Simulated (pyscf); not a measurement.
F–GeH₃ + H₂B–OH → H₂B–O–GeH₃ + hydrogen fluoride (HF) (four-centre exchange; singlet surface; F–Ge, H–O broken, Ge–O, F–H formed). Single points on ωB97X-D3(BJ)/def2-SVP structures (PySCF, gas phase). Energies in eV from the separated reactants.

| level | barrier | reaction energy |
|---|---|---|
| ωB97X-D3(BJ)/def2-TZVP | 0.97 | +0.34 |
| PBE/def2-TZVP | 0.86 | +0.42 |
| B3LYP-D3(BJ)/def2-TZVP | 0.95 | +0.38 |
| M06-2X/def2-TZVP | ___ | ___ |
| ωB97M-D3(BJ)/def2-TZVP | 1.00 | +0.39 |
| HF/def2-TZVP | ___ | +0.44 |

**Question.** What belongs in the gaps?

**Answer.** 
- M06-2X/def2-TZVP, barrier: 0.93
- M06-2X/def2-TZVP, reaction energy: +0.36
- HF/def2-TZVP, barrier: 1.60

The functionals in the table span 0.14 eV in this barrier, from PBE to ωB97M-D3(BJ)/def2-TZVP. On the reactant side the descent ends in a complex, 0.23 eV under the separated species and 1.20 eV under the saddle at ωB97X-D3(BJ)/def2-TZVP. On the product side the descent ends in a bound adduct, 0.36 eV under the separated species and 0.99 eV under the saddle at ωB97X-D3(BJ)/def2-TZVP. One saddle was located; it need not be the lowest between these sides. Elements up to Kr have no core potential and no relativistic terms here.
